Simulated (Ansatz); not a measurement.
Reaction (cleavage of the P–Al bond): `[F][AlH][PH2]` + PH₃ → `PP` + `[F][AlH2]`

Computed with Ansatz on PBE0-D4/def2-TZVP structures; ΔE is electronic, products minus reactants. CBS: MP2 limit from def2 TZ/QZ plus the TZ coupled-cluster correction, frozen cores. This one scheme is used for every species. DFT in def2-TZVPP. B3LYP here is the variant with VWN-RPA as its local correlation; programs differ in this. HSE06 is defined as in plane-wave codes. One conformer a species, not always the lowest.

| level | ΔE (kJ/mol) | difference from CCSD(T)/CBS |
| --- | --- | --- |
| LDA (SPW92) | 53.2 | 2.9 |
| PBE-D4 | 49.5 | -0.8 |
| revPBE-D4 | 44.8 | -5.5 |
| BLYP-D4 | 44.6 | -5.7 |
| r2SCAN-D4 | 52.3 | 2.0 |
| B97M-V | 42.6 | -7.7 |
| PBE0-D4 | 50.7 | 0.4 |
| r2SCAN0-D4 | 52.2 | 1.9 |
| HSE06-D4 | 50.6 | 0.3 |
| BHLYP-D4 | 48.6 | -1.7 |
| CAM-B3LYP-D4 | 49.3 | -1.0 |
| ωB97X-V | 49.5 | -0.8 |
| ωB97M-V | 49.0 | -1.3 |
| B2PLYP | 49.6 | -0.7 |
| PBE-QIDH | 51.5 | 1.2 |
| PBE | 50.7 | 0.4 |
| revPBE | 49.9 | -0.4 |
| BLYP | 47.9 | -2.4 |
| r2SCAN | 52.4 | 2.1 |
| PBE0 | 51.6 | 1.3 |
| B3LYP | 49.0 | -1.3 |
| r2SCANh | 52.5 | 2.2 |
| r2SCAN0 | 52.4 | 2.1 |
| HSE06 | 51.4 | 1.1 |
| BHLYP | 49.7 | -0.6 |
| CAM-B3LYP | 50.2 | -0.1 |
| LC-ωPBE | 52.5 | 2.2 |
| RPA@PBE/def2-TZVPP | 48.9 | -1.4 |
| MP2/def2-SVP | 54.3 | 4.0 |
| CCSD/def2-SVP | 55.1 | 4.8 |
| CCSD(T)/def2-SVP | 54.7 | 4.4 |
| HF/def2-TZVPP | 48.5 | -1.8 |
| MP2/def2-TZVPP | 49.9 | -0.4 |
| CCSD/def2-TZVPP | 52.7 | 2.4 |
| HF/def2-QZVPP | 48.0 | -2.3 |
| MP2/def2-QZVPP | 48.5 | -1.8 |
| SCS-MP2/def2-QZVPP | 46.6 | -3.7 |
| HF/CBS(def2) | 47.9 | -2.4 |
| MP2/CBS(def2) | 47.8 | -2.5 |
| CCSD/CBS(def2) | 50.5 | 0.2 |
| CCSD(T)/CBS | 50.3 | 0 |

Largest T1 diagnostic among the species: 0.014.

Leaving LDA and LC-ωPBE aside and taking each functional with its dispersion term where it has one, the values, not all of them listed here, spread over 9.7 kJ/mol, from B97M-V to r2SCANh-D4. At CCSD(T), def2-SVP lies +4.4 kJ/mol from the extrapolated value and def2-TZVPP +2.2 kJ/mol.
